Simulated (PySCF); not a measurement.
Orbital picture of AlP

PBE0 at R = 2.215 Å; PySCF, no relativity, basis sets Al def2-TZVP, P def2-TZVP. State: ³Π (triplet), unpaired electrons σ ↑, π ↑. Only the outer orbitals are listed, counted within each symmetry.

| spin | orbital | occ. | ε (eV) | on Al (%) | main shells (%) |
| --- | --- | --- | --- | --- | --- |
| α | 7σ | 1 | -16.32 | 14 | 84 P s, 9 Al s |
| α | 8σ | 1 | -9.75 | 57 | 55 Al s, 33 P p, 10 P s |
| α | 3π | 1 | -7.19 | 17 | 83 P p, 13 Al p |
| α | 9σ | 1 | -6.66 | 60 | 39 P p, 34 Al p, 26 Al s |
| α | 3π | 1 | -6.23 | 21 | 78 P p, 18 Al p |
| α | 4π | 0 | -1.88 | 87 | 85 Al p, 11 P p |
| α | 4π | 0 | -1.55 | 84 | 80 Al p, 15 P p |
| β | 7σ | 1 | -14.58 | 20 | 79 P s, 13 Al s |
| β | 8σ | 1 | -8.45 | 62 | 60 Al s, 25 P p, 12 P s |
| β | 3π | 1 | -5.81 | 26 | 73 P p, 22 Al p |
| β | 9σ | 0 | -3.62 | 57 | 43 P p, 30 Al p, 25 Al s |
| β | 3π | 0 | -3.55 | 37 | 62 P p, 35 Al p |
| β | 4π | 0 | -1.15 | 79 | 78 Al p, 19 P p |

Task: Which are the highest filled and the lowest empty level, where do they sit, and how wide is the gap?

Result: Highest filled β 3π at -5.81 eV (in %: 73 P p, 22 Al p); lowest empty β 9σ at -3.62 eV (in %: 43 P p, 30 Al p, 25 Al s); the gap at PBE0 is 2.19 eV.

The bond order (Mayer) is 1.91, the ⟨S²⟩ is 2.013 and the charge on Al (Mulliken, basis-dependent) is 0.23. The charge on Al (Löwdin, basis-dependent) is -0.08 and the dipole moment (positive dipole means Al(−)P(+)) is -2.47 D. The polarisability along the bond is 100.6 bohr³ and the polarisability across the bond is 65.2 bohr³.

The state was picked by a PBE0 search and need not be the measured ground state.
